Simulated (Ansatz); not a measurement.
Reaction (atomization): `OC1=CC1` → 3 C• + 4 H• + O•

Gas-phase electronic energies from Ansatz, PBE0-D4/def2-TZVP geometries. CCSD(T)/CBS adds triple-zeta CCSD(T) − MP2 to the extrapolated MP2 energy (def2 sets, frozen cores). This one scheme is used for every species, atoms too. Functionals use def2-TZVPP. B3LYP here is the variant with VWN-RPA as its local correlation; programs differ in this. Open shells (•) are unrestricted, without spin–orbit coupling. Spin–orbit coupling would lower the free atoms: a little for C, O. One conformer a species, not always the lowest.

```json
{"level": "PBE-D4", "ΔE (kJ/mol)": "3417.1", "difference from CCSD(T)/CBS": "143.9"}
{"level": "BLYP-D4", "ΔE (kJ/mol)": "3294.8", "difference from CCSD(T)/CBS": "21.6"}
{"level": "ωB97X-V", "ΔE (kJ/mol)": "3284.5", "difference from CCSD(T)/CBS": "11.3"}
{"level": "PBE-QIDH", "ΔE (kJ/mol)": "3278.6", "difference from CCSD(T)/CBS": "5.4"}
{"level": "B3LYP", "ΔE (kJ/mol)": "3261.9", "difference from CCSD(T)/CBS": "-11.3"}
{"level": "r2SCANh", "ΔE (kJ/mol)": "3270.7", "difference from CCSD(T)/CBS": "-2.5"}
{"level": "CAM-B3LYP", "ΔE (kJ/mol)": "3283.6", "difference from CCSD(T)/CBS": "10.4"}
{"level": "LC-ωPBE", "ΔE (kJ/mol)": "3302.1", "difference from CCSD(T)/CBS": "28.9"}
{"level": "HF/def2-SVP", "ΔE (kJ/mol)": "2330.0", "difference from CCSD(T)/CBS": "-943.2"}
{"level": "MP2/def2-SVP", "ΔE (kJ/mol)": "3200.7", "difference from CCSD(T)/CBS": "-72.5"}
{"level": "CCSD(T)/def2-SVP", "ΔE (kJ/mol)": "3128.1", "difference from CCSD(T)/CBS": "-145.1"}
{"level": "CCSD/def2-TZVPP", "ΔE (kJ/mol)": "3121.3", "difference from CCSD(T)/CBS": "-151.9"}
{"level": "MP2/def2-QZVPP", "ΔE (kJ/mol)": "3329.6", "difference from CCSD(T)/CBS": "56.4"}
{"level": "SCS-MP2/def2-QZVPP", "ΔE (kJ/mol)": "3294.3", "difference from CCSD(T)/CBS": "21.1"}
{"level": "HF/CBS(def2)", "ΔE (kJ/mol)": "2288.7", "difference from CCSD(T)/CBS": "-984.5"}
{"level": "CCSD/CBS(def2)", "ΔE (kJ/mol)": "3209.5", "difference from CCSD(T)/CBS": "-63.7"}
{"level": "CCSD(T)/CBS", "ΔE (kJ/mol)": "3273.2", "difference from CCSD(T)/CBS": "0"}
```

Largest T1 diagnostic among the species: 0.012.

From r2SCAN to r2SCAN0 (25 % exact exchange), in def2-TZVPP and without D4, ΔE moves by −68.4 kJ/mol: exact exchange takes away binding that semilocal exchange gives to molecules. The D4 term adds +17.6 kJ/mol with B3LYP and +9.0 kJ/mol with PBE0; it sums over pairs of atoms, weighted by their polarisabilities, and B3LYP, whose exchange is more repulsive, gets the larger term. In def2-TZVPP, CCSD(T) changes the Hartree–Fock value by +900.7 kJ/mol (the triples alone add +63.7 kJ/mol) and MP2 by +993.4 kJ/mol; breaking electron pairs costs correlation energy, which Hartree–Fock lacks.

For atomizations the MP2-based limit and the directly extrapolated one differ by several kJ/mol either way, and by 10 to 25 for some Ge, Se and Sn compounds, so smaller differences from it don't rank the levels.
